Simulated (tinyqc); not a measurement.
Coupled-perturbed Hartree-Fock on RHF in the sto-3g basis, for H2O, spin multiplicity 1, step by step. One step of it, computed by the program tinyqc.

Problem. Response to a field: uncoupled start. Field along y; U_ai = -mu_ai / (e_a - e_i), alpha = -4 sum U_ai mu_ai.

orbital energies (hartree): [-20.270633, -1.215237, -0.537686, -0.451341, -0.391948, 0.487896, 0.571965]

dipole integrals <a|y|i> (bohr), order a6, a7:
```
[[0.005947, 0.001414, 0.838200, -0.119401, 0.000000],
 [0.053344, -0.068745, -0.110330, -0.772692, 0.000000]]
```

Give: uncoupled U; uncoupled polarisability.

Solution.

uncoupled U, order a6, a7:
```
[[0.000, -0.001, -0.817, 0.127, 0.000],
 [-0.003, 0.038, 0.099, 0.755, 0.000]]
```

uncoupled polarisability = 5.190 bohr^3
